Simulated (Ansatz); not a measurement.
# AlO₂ (quartet): wave-function methods side by side, cc-pVTZ

How much of the correlation energy of AlO₂ (quartet) does each wave-function method recover here?

The runs use Ansatz 0.2.0, Gaussian basis; cc-pVTZ, core rule «outside noble gas», up to 7 orbitals frozen.

The runs, in order: UHF; CCSD(T) on ROHF; CCSD(T) on UHF; BCCD(T) on ROHF; CCSDT(Q) on ROHF; CCSDT(Q) on UHF.

7 further runs of the same task are left out: 4 for a known fault of the program, 3 set aside as unsound or not needed.

## 1. What is computed

The geometry is a PBE0/def2-TZVP stationary point (not a proven minimum) of the parent state, kept for this charge and spin.

3 atoms, charge 0, spin multiplicity 4.

Atoms are counted from 1 here; the program's logs count them from 0.

Bond lengths: Al1–O2 1.733 Å, O2–O3 1.294 Å. Angles: Al1–O2–O3 180.0°.

## 2. UHF

File in.yaml:

```yaml
crystal:
  periodic: [false, false, false]
  atoms:
    - {symbol: Al, position_ang: [0.000000, 0.000000, 1.586946]}
    - {symbol: O, position_ang: [0.000000, 0.000000, -0.146400]}
    - {symbol: O, position_ang: [0.000000, 0.000000, -1.440545]}
basis:
  gaussian: {orbitals: cc-pVTZ}
magnetization: {spin_polarized: true, initial_magnetization: 3}
hamiltonian: {xc: hf}
output: {orbitals: {seedname: orbitals}}
```

The run is started by

```console
> ansatz run in.yaml --threads 1 --pin off --events-out ev --progress --plain --max-ram 3968MiB --backend cpu
```

After this run come: CCSD(T) on ROHF; CCSD(T) on UHF; BCCD(T) on ROHF; CCSDT(Q) on ROHF; CCSDT(Q) on UHF.

Q: Predict the results of all the runs planned. Wanted: UCCSDT(Q) below the RHF energy; RMP2 from UCCSDT(Q); UMP2 from UCCSDT(Q); RCCSD from UCCSDT(Q); RCCSD(T) from UCCSDT(Q); UCCSD(T) from UCCSDT(Q); RCCSDT(Q) from UCCSDT(Q); T1 diagnostic.

**Answer**, as computed:

| quantity | value |
| --- | --- |
| UCCSDT(Q) below the RHF energy | -13.6568 eV |
| RMP2 from UCCSDT(Q) | +985.4 meV |
| UMP2 from UCCSDT(Q) | +999.8 meV |
| RCCSD from UCCSDT(Q) | +624.9 meV |
| RCCSD(T) from UCCSDT(Q) | +90.3 meV |
| UCCSD(T) from UCCSDT(Q) | +88.3 meV |
| RCCSDT(Q) from UCCSDT(Q) | +8.2 meV |
| levels within 1 kcal/mol (43 meV) | RCCSDT(Q) |
| T1 diagnostic | 0.037 |

In words: RCCSD(T) lands +90.3 meV from the yardstick (0.7 % of the correlation energy). These misses are within one basis, not against nature; the frozen cores of restricted and unrestricted runs differ, which can shift their rows.
